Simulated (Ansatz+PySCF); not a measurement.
# singlet SO2: levels of theory in one basis

```xyz
3

S     0.0000    0.0000   -0.3713
O     0.0000    1.2504    0.3713
O     0.0000   -1.2504    0.3713
```

Basis set: def2-SVP (spherical functions). Correlated methods keep 7 orbitals frozen. Charge 0, multiplicity 1.

Computed with Ansatz (development build ahead of 0.2.0); each method stands on the lowest determinant of its kind that the runs found. NEVPT2 correlates all electrons. Active spaces start from the frontier orbitals, and the lowest solution found is given.

```csv
method,E − E(RHF) (eV),<S²> of the determinant
RHF,0.00,0.00
UHF,-0.07,0.33
UHF-MP2,-13.58,0.33
RHF-CCSD,-14.16,–
UHF-CCSD,-14.14,0.33
RHF-CCSD(T),-14.75,–
UHF-CCSD(T),-14.70,0.33
"CASSCF(4,3)",-0.98,–
"CASSCF(2,2)",-0.86,–
"SC-NEVPT2(4,3)",-14.85,–
"SC-NEVPT2(2,2)",-14.49,–
```

Question: What does RHF-MP2 give on the same scale?

Answer: -14.28 eV.

Question: Is a single determinant a sound starting point here?

Answer: Only with care. Unrestricted orbitals gain 0.07 eV and <S²> is 0.33 against 0.00 for a pure state, so spin symmetry breaks but gains little energy; restricted orbitals can still serve. The CASSCF(4,3) natural occupations are 1.99, 1.91, 0.10. The CASSCF(2,2) natural occupations are 1.90, 0.10.

Caution for UHF, UHF-MP2, UHF-CCSD, UHF-CCSD(T): the unrestricted determinant is spin contaminated; the determinant breaks the point group. Caution for UHF-MP2: another reference gives a lower total. Caution for CASSCF(4,3), CASSCF(2,2), SC-NEVPT2(2,2): other starts end on other solutions of this active space.
